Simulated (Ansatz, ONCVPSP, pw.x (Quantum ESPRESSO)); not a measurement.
# Equation-of-state test of one ONCV potential (B (Z = 5))

```
Element                 : boron (B)
Generator               : ONCVPSP 4.0.1.1 (patched build)
Type                    : optimised norm-conserving Vanderbilt (ONCV)
Functional              : PBEsol
Relativity              : scalar-relativistic
Frozen core             : [He]
Valence charge          : 3
Reference configuration : 2s2 2p1
Partial waves           : 2s: rc 1.60 bohr, ncon 4, nbas 7, qcut 4.2 1/bohr, 2 projectors, debl 3.8 Ha; 2p: rc 1.90 bohr, ncon 4, nbas 8, qcut 4.5 1/bohr, 2 projectors, debl 2.7 Ha; d scattering state at 0.13 Ha: rc 1.45 bohr, ncon 3, nbas 7, qcut 7.2 1/bohr, 2 projectors, debl 4 Ha
Local potential         : polynomial inside 1.20 bohr (lpopt 5, dvloc0 0 Ha)
Core correction         : Teter function, fcfact 5, rcfact 1.3
```

Crystal test: fcc B in pw.x 7.5, no spin, 18³ k-points, Fermi–Dirac smearing 0.01 Ry, cutoffs 105/420 Ry. The reference is all-electron LAPW (Ansatz 0.2.0) with the same functional, mesh and smearing; V0 and B0 come from Birch–Murnaghan fits to the pressures at five volumes. Errors are pseudo minus all-electron; Δ is the rms difference of the E(V) curves that follow from these fits, minima aligned, over ±6 % about the mean V0. Mesh and smearing are coarse, so the numbers serve the comparison and aren't converged zero-temperature values; the lattice is a test structure that the element need not adopt.

All-electron: a0 = 2.856 Å (V0 = 5.83 Å³/atom), B0 = 278.7 GPa.

Task: How far does the potential miss the all-electron equation of state?

Result: mean pressure error (GPa): -7.29; a0 (Å): 2.830; a0 error (%): -0.90; B0 error (%): +0.9; Δ (meV/atom): 9.6. This is a poor potential for the solid.

```
V (Å³/atom)  P all-electron (GPa)  P pseudo (GPa)
      5.544                 15.12            6.52
      5.690                  6.84           -1.03
      5.836                 -0.51           -7.74
      5.982                 -7.04          -13.68
      6.128                -12.83          -18.94
```

Task: At the middle volume, how do free energy and pressure move when the wave cutoff is lowered (ecutrho kept at four times it)?

Result:

```csv
cutoff (Ry),shift of F (meV/atom),shift of P (GPa)
47,+26.0,+0.63
63,+17.6,+0.04
84,+8.6,+0.13
```

The run at the middle volume (195 k-points, 5 iterations) took about 9.7 s on one core of a shared host (Intel(R) Xeon(R) Platinum 8259CL CPU @ 2.50GHz, 96 threads, 755 GiB, load 23).
